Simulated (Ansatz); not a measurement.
**C3H5Cl: taking an electron away**

The task here is to estimate one member of a computed series from the others.

Method: unrestricted cation, the program's frozen cores in correlated methods; program: Ansatz 0.2.0, Gaussian basis.

Levels to be run: UKS PBE-D4/def2-TZVPP; UKS r2SCAN-D4/def2-TZVPP; UKS PBE0-D4/def2-TZVPP; UKS B3LYP-D4/def2-TZVPP; UKS wB97X-V/def2-TZVPP; UKS wB97M-V/def2-TZVPP; UKS B2PLYP/def2-TZVPP; UHF-CCSD(T)/def2-TZVPP; UHF-MP2/def2-QZVPP; extrapolation to the limit; then −ε(HOMO) from the neutral's earlier runs with LDA (SPW92), PBE-D4, revPBE-D4, BLYP-D4, r2SCAN-D4, B97M-V, PBE0-D4, B3LYP-D4, r2SCANh-D4, r2SCAN0-D4, HSE06-D4, BHLYP-D4, CAM-B3LYP-D4, LC-ωPBE, ωB97X-V, ωB97M-V.

### The geometry

All runs share one geometry, relaxed beforehand with PBE0-D4 in a triple-zeta def2 set.

SMILES `C/C=C\Cl`, 9 atoms, charge 0, spin multiplicity 1.

Atoms are counted from 1 here; the program's logs count them from 0.

Bond lengths: C1–C2 1.491 Å, C1–H5 1.094 Å, C1–H6 1.094 Å, C1–H7 1.090 Å, C2–C3 1.324 Å, C2–H8 1.086 Å, C3–Cl4 1.724 Å, C3–H9 1.081 Å. Angles: C2–C1–H5 111.1°, C2–C1–H6 111.0°, C2–C1–H7 111.4°, H5–C1–H6 106.7°, H5–C1–H7 108.3°, H6–C1–H7 108.3°, C1–C2–C3 125.6°, C1–C2–H8 118.6°, C3–C2–H8 115.8°, C2–C3–Cl4 122.8°, C2–C3–H9 123.8°, Cl4–C3–H9 113.4°.

Set-up of the first run:

Input file in.yaml:

```yaml
crystal:
  periodic: [false, false, false]
  atoms:
    - {symbol: C, position_ang: [-0.032110, 0.963734, -0.618222]}
    - {symbol: C, position_ang: [0.566177, -0.193845, 0.106879]}
    - {symbol: C, position_ang: [-0.109597, -1.142076, 0.737066]}
    - {symbol: Cl, position_ang: [-1.831574, -1.171197, 0.809167]}
    - {symbol: H, position_ang: [-0.690413, 0.625554, -1.423420]}
    - {symbol: H, position_ang: [-0.643944, 1.573628, 0.052431]}
    - {symbol: H, position_ang: [0.737846, 1.601045, -1.051915]}
    - {symbol: H, position_ang: [1.647916, -0.287199, 0.133625]}
    - {symbol: H, position_ang: [0.355700, -1.969664, 1.254400]}
basis:
  gaussian: {orbitals: def2-TZVPP}
total_charge: 1
magnetization: {spin_polarized: true, initial_magnetization: 1}
hamiltonian: {xc: pbe, dispersion: d4}
```

The run is started by

```sh
> ansatz run in.yaml --threads 4 --pin off --events-out ev --progress --plain --max-ram 10444MiB
```

Steps of the session up to this table: Cation, UKS PBE-D4/def2-TZVPP; Cation, UKS r2SCAN-D4/def2-TZVPP; Cation, UKS PBE0-D4/def2-TZVPP; Cation, UKS B3LYP-D4/def2-TZVPP; Cation, UKS wB97X-V/def2-TZVPP; Cation, UKS wB97M-V/def2-TZVPP; Cation, UKS B2PLYP (frozen core)/def2-TZVPP; Cation, UHF-CCSD(T)/def2-TZVPP; Cation, UHF-MP2/def2-QZVPP.

One table of the session follows, with a row left open; its other results are not shown here.

It belongs to the step «Ionisation energies side by side». Orbital estimates, from the neutral's runs:

| functional | −ε(HOMO) (eV) |
| --- | --- |
| LDA (SPW92) | 6.16 |
| PBE-D4 | 6.01 |
| revPBE-D4 | 5.95 |
| BLYP-D4 | 5.85 |
| r2SCAN-D4 | 6.22 |
| B97M-V | 6.25 |
| PBE0-D4 | 7.16 |
| B3LYP-D4 | 6.94 |
| r2SCANh-D4 | ? |
| r2SCAN0-D4 | 7.30 |
| HSE06-D4 | 6.76 |
| BHLYP-D4 | 8.16 |
| CAM-B3LYP-D4 | 8.47 |
| LC-ωPBE | 9.85 |
| ωB97X-V | 9.47 |
| ωB97M-V | 9.35 |

**Question.** Estimate the row for r2SCANh-D4.

Worked estimate for «−ε(HOMO) (eV)». Against the share of exact exchange, r2SCAN-D4 (0, 6.22), r2SCAN0-D4 (0.25, 7.30) give a slope of 4.32 per unit share; at 0.1 the line stands at 6.65.

**Answer.** −ε(HOMO) (eV): 6.65. In «−ε(HOMO) (eV)» the line misses by 0.00.
